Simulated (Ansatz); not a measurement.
Born–Oppenheimer molecular dynamics of BClFH (4 atoms, charge 0, multiplicity 1). It goes on from the last frame of an earlier run, with new velocities.

The calculation used Ansatz, RKS r2SCAN/def2-SVP.

```
ensemble                      : NVE (velocity Verlet)
time step                     : 0.5 fs
steps asked                   : 100
starting velocities drawn for : 300 K
seed                          : 950892
```

First frame:

```xyz
4
Properties=species:S:1:pos:R:3
B -0.080 -0.039 0.001
F -0.029 -0.065 1.320
H 0.992 -0.163 -0.487
Cl -1.558 0.027 -0.850
```

Question: How far do the bonds stretch over the last three quarters of this one trajectory? (Pairs bonded in most of those frames.)

Answer: 
```
  bond  mean (Å)  spread (Å)  shortest  longest
 B1–F2     1.320       0.014      1.30     1.34
 B1–H3     1.205       0.032      1.16     1.25
B1–Cl4     1.768       0.039      1.71     1.82
```

Mean temperature of the second half: 351 K. The conserved energy stayed within 0.086 meV per atom of its start (net change -0.016 meV per atom), so the integration is sound. A run of 0.05 ps of so small a system gives no equilibrium averages.

Time of the run: 3.2 min on 1 thread of Arm Neoverse V1, on a shared host, peak memory 0.1 GiB.
